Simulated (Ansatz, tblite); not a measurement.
Forces on B₂Cl at its r2SCAN-D4/def2-TZVP geometry. Total charge 0; doublet.

The xTB rows come from tblite. At r2SCAN-D4/def2-TZVP the charge 0 doublet is spin-contaminated (final ⟨S²⟩ up to 1.74, 0.75 for a pure state). The order of the spin states hangs on the level: the quartet lies 0.59 eV below the doublet at PBE0-D4/def2-TZVP, but 0.76 eV above it at GFN1-xTB. The structure comes from a short search, and lower isomers may exist.

GFN1-xTB (tblite), largest force 1.06 eV/Å:

```xyz
3
positions Å, forces eV/Å
B    -0.765   -0.395   -1.322   -0.060   -0.530   -0.920
B    -0.101    0.047   -0.013   -0.638    0.650    0.499
Cl    0.866    0.348    1.334    0.697   -0.120    0.420
```

GFN2-xTB (tblite), largest force 3.19 eV/Å:

```
B 1.646 0.723 2.637
B -1.726 -0.493 -2.331
Cl 0.081 -0.231 -0.306
```

r2SCAN-D4/def2-TZVP (Ansatz), largest force 0.01 eV/Å:

```
B -0.002 0.001 0.000
B 0.002 -0.003 -0.004
Cl 0.001 0.002 0.004
```
